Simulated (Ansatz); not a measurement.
Ansatz (a first-principles code) input (B3LYP/6-31G**): The .json file is the Basis Set Exchange's 6-31G**.

Ansatz 0.2 input:
```yaml
crystal:
  periodic: [false, false, false]
  atoms:
    - {symbol: N, position_ang: [-0.00181269, 0.00359022, 1.22722463]}
    - {symbol: C, position_ang: [0.00162323, 1.08102868, 0.39732440]}
    - {symbol: C, position_ang: [-0.00280630, -1.07868549, 0.40363605]}
    - {symbol: C, position_ang: [0.00285416, 0.70543113, -0.95100856]}
    - {symbol: C, position_ang: [-0.00005088, -0.71098333, -0.94686916]}
    - {symbol: H, position_ang: [0.00308933, 2.08907821, 0.79989107]}
    - {symbol: H, position_ang: [-0.00547032, -2.08436240, 0.81208774]}
    - {symbol: H, position_ang: [0.00547332, 1.35944646, -1.81451217]}
    - {symbol: H, position_ang: [-0.00012480, -1.37003976, -1.80653539]}
basis:
  gaussian:
    orbitals: 6-31G__.json
hamiltonian:
  xc: {name: B3LYP}
total_charge: -1
output: {forces: true}
```

From the last part of the output:

```
WARN ansatz: RAYON_NUM_THREADS=1 ignored (pool sized by the plan → 1); use --threads N
Functional definition: B3LYP
integrals: 0.05 GiB planned
928 factors; integrals over basis functions are off by at most 1.7e-3 eV
mean field: 0.32 GiB planned
mean field evaluation 1: about -5700.2576 eV, gradient 3.0e1 eV
mean field evaluation 2: about -5699.8043 eV, gradient 3.4e1 eV
mean field evaluation 4: about -5702.4973 eV, gradient 2.9e0 eV
mean field evaluation 8: about -5702.6864 eV, gradient 1.6e-1 eV
mean field evaluation 16: about -5702.6865 eV, gradient 3.3e-5 eV
mean field -5702.68647226 eV, -209.5698624357 hartree, gradient 2.5e-5 eV, S^2 0.000000; 0 other end points of the search recorded, 0 dependent functions left out
the calculation of the forces begins
reference -5702.68669581 eV, -209.5698706512 hartree; 18, 18 occupied and 77, 77 virtual orbitals, 928 factors
Total energy: -5702.68669581 eV, -209.5698706512 hartree
Atom 0 at    -0.001813     0.003590     1.227225 Å, force    -0.000683     0.001353     0.462469 eV/Å
Atom 1 at     0.001623     1.081029     0.397324 Å, force    -0.000182    -0.170716    -0.113041 eV/Å
Atom 2 at    -0.002806    -1.078685     0.403636 Å, force     0.000517     0.170051    -0.114037 eV/Å
Atom 3 at     0.002854     0.705431    -0.951009 Å, force     0.000096     0.018948    -0.038903 eV/Å
Atom 4 at    -0.000051    -0.710983    -0.946869 Å, force     0.000018    -0.019175    -0.038792 eV/Å
Atom 5 at     0.003089     2.089078     0.799891 Å, force     0.000236     0.172102     0.078254 eV/Å
Atom 6 at    -0.005470    -2.084362     0.812088 Å, force    -0.000469    -0.171642     0.079258 eV/Å
Atom 7 at     0.005473     1.359446    -1.814512 Å, force     0.000443     0.102217    -0.157904 eV/Å
Atom 8 at    -0.000125    -1.370040    -1.806535 Å, force     0.000022    -0.103139    -0.157304 eV/Å
Dipole moment:     0.000505    -0.001000    -0.341896 e Å
```

The dipole moment of an ion depends on the origin.
